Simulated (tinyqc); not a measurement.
Hueckel theory of the pi electrons, for the molecule c1cocn1 (SMILES; centres numbered as the heavy atoms are written), step by step. One step of it, computed by the program tinyqc.

Question. Orbitals. Diagonalise; E = alpha + x beta with beta < 0, so the largest x are filled first; degenerate levels share their electrons. P = sum n_i c_ri c_si; each orbital has its largest coefficient positive (the first on a tie).

Hueckel matrix in units of beta (H = alpha + beta A), order 1C, 2C, 3O, 4C, 5N:
```
[[0.000000, 1.000000, 0.000000, 0.000000, 1.000000],
 [1.000000, 0.000000, 0.810000, 0.000000, 0.000000],
 [0.000000, 0.810000, 1.940000, 0.810000, 0.000000],
 [0.000000, 0.000000, 0.810000, 0.000000, 1.000000],
 [1.000000, 0.000000, 0.000000, 1.000000, 0.430000]]
```

pi electrons, sum of z_r less the charge = 6

Give: x values; occupations; coefficients; charge and bond-order matrix P.

Answer.

x values: [2.6268, 1.4764, 0.6690, -0.9177, -1.4845]

occupations: [2.0000, 2.0000, 2.0000, 0.0000, 0.0000]

coefficients, order 1C, 2C, 3O, 4C, 5N:
```
[[0.2269, 0.5147, 0.4636, -0.2129, 0.6507],
 [0.3345, 0.0835, 0.6259, 0.5317, -0.4547],
 [0.8046, -0.4832, -0.0554, -0.3395, 0.0300],
 [0.3477, 0.1930, -0.5390, 0.6661, 0.3280],
 [0.2616, 0.6763, -0.3158, -0.3363, -0.5112]]
```

charge and bond-order matrix P, order 1C, 2C, 3O, 4C, 5N:
```
[[1.0626, 0.8181, -0.1835, -0.1433, 0.5221],
 [0.8181, 1.0212, 0.3882, -0.4099, -0.1073],
 [-0.1835, 0.3882, 1.7677, 0.4326, -0.1977],
 [-0.1433, -0.4099, 0.4326, 0.8974, 0.7834],
 [0.5221, -0.1073, -0.1977, 0.7834, 1.2511]]
```
